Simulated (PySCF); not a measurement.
dichloromethane (CH2Cl2), SMILES C(Cl)Cl. Atoms are numbered in the order given.

```xyz
5

Cl    -1.4785     0.0000     0.2157
C      0.0000     0.0000    -0.7651
Cl     1.4785     0.0000     0.2157
H      0.0000    -0.9000    -1.3719
H      0.0000     0.9000    -1.3719
```

The structure is a stationary point at r2SCAN-D4/def2-TZVP.

Calculation: PySCF with TDDFT-PBE/def2-SVPD.

Vertical excitations. Gas-phase values at a fixed geometry. State labels are in the subgroup C2v.

```csv
state,symmetry,energy (eV),λ (nm),f,main pairs
S1,B2,6.21,200,0.000,HOMO→LUMO 99 %
S2,B1,6.62,187,0.038,HOMO−1→LUMO 97 %
S3,A2,6.74,184,0.000,"HOMO−2→LUMO 85 %, HOMO→LUMO+1 15 %"
S4,A1,6.95,178,0.000,"HOMO−3→LUMO 86 %, HOMO−1→LUMO+1 13 %"
S5,A2,7.18,173,0.000,"HOMO→LUMO+1 84 %, HOMO−2→LUMO 15 %"
S6,A1,7.37,168,0.009,HOMO−1→LUMO+1 86 %
S7,B2,7.50,165,0.013,HOMO→LUMO+2 99 %
S8,B2,7.72,161,0.011,HOMO−2→LUMO+1 98 %
S9,B1,7.73,160,0.071,HOMO−1→LUMO+2 94 %
S10,B1,8.05,154,0.126,HOMO−3→LUMO+1 89 %
T1,B2,5.78,215,0,HOMO→LUMO 99 %
T2,B1,5.91,210,0,HOMO−1→LUMO 99 %
T3,A2,6.33,196,0,"HOMO−2→LUMO 86 %, HOMO→LUMO+1 13 %"
T4,A1,6.46,192,0,HOMO−3→LUMO 96 %
```
Triplets are in the Tamm–Dancoff approximation, which puts them higher than full response would, so one can lie above its singlet here.
